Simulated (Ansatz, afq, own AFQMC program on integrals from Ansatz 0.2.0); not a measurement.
AFQMC on a folder of integrals that Ansatz 0.2.0 wrote.

```yaml
crystal:
  periodic: [false, false, false]
  atoms:
    - {symbol: Al, position_ang: [-0.059867, 0.000147, -0.132768]}
    - {symbol: H, position_ang: [0.448722, 0.001802, 1.985772]}
    - {symbol: H, position_ang: [-0.317066, -0.008906, 1.956389]}
    - {symbol: H, position_ang: [0.733301, 1.383310, -0.188797]}
    - {symbol: H, position_ang: [0.737612, -1.380129, -0.199290]}
basis:
  gaussian: {orbitals: 6-31G}
magnetization: {spin_polarized: true, initial_magnetization: 1}
correlation: {method: ccsd_t, electrons: outside_noble_gas, hamiltonian_folder: ham}
```

```sh
$ ansatz run in.yaml --threads 1 --pin off --events-out ev --progress --plain --max-ram 24576MiB --backend cuda --devices 0, --max-vram 18GiB
```

afq runs on the folder ham with

```
--method free --trial cisd --walkers 4000 --time-step 0.03 --max-blocks 4000 --target-error 0.00032 --factor-cut 1e-05 --seed 1508 --times 0,0.3,0.6,1.2,1.8,2.4,3.6,4.8,6 --taylor-order 8
```

Times are imaginary, in 1/Eh. The walk had a cap of 61 s.

Output of the walk:

```
orbitals 16  electrons 4 3  factors 103 of 266
reference energy -244.10713626 Eh
CCSD correlation -0.07049046 Eh in 11 cycles, weight of the determinant in the CISD state 0.9460
repeat  energy at the last time / Eh  error
    10  -244.178606  0.000013
    20  -244.178618  0.000014
    30  -244.178616  0.000010
time / (1/Eh)  energy / Eh  error  mean overlap
  0.00  -244.177622  0.000006  1.0570
  0.30  -244.177981  0.000005  1.0575
  0.60  -244.178192  0.000005  1.0580
  1.20  -244.178405  0.000005  1.0588
  1.80  -244.178502  0.000007  1.0583
  2.40  -244.178553  0.000007  1.0572
  3.60  -244.178590  0.000011  1.0583
  4.80  -244.178598  0.000010  1.0594
  6.00  -244.178619  0.000010  1.0585
energy -244.178619 +/- 0.000010 Eh
```

The run passed its tests (error under three times the target), which doesn't prove that it has relaxed.

Against this walk (error 0.3 meV) on the same determinant: CCSD(T) 9.3 meV higher, CCSDT(Q) 0.3 meV higher (within the noise), CCSDTQ 0.1 meV higher (within the noise), full CI 0.1 meV higher (within the noise). The error is statistical, and a free projection of finite length keeps a remainder of its start.

Cautions: remainder of the start not in the error.

The walk took 10 s on 1 × NVIDIA H100 80GB HBM3 with 2 threads of AMD EPYC 7R13 Processor (Zen 3), on a shared host (the card was shared). The log's last line is the free-projection energy.

CCSDT and higher add their correlation energy to the determinant of the CCSD(T) run, since their own runs factorise the integrals more tightly (a shift of under 2 meV).
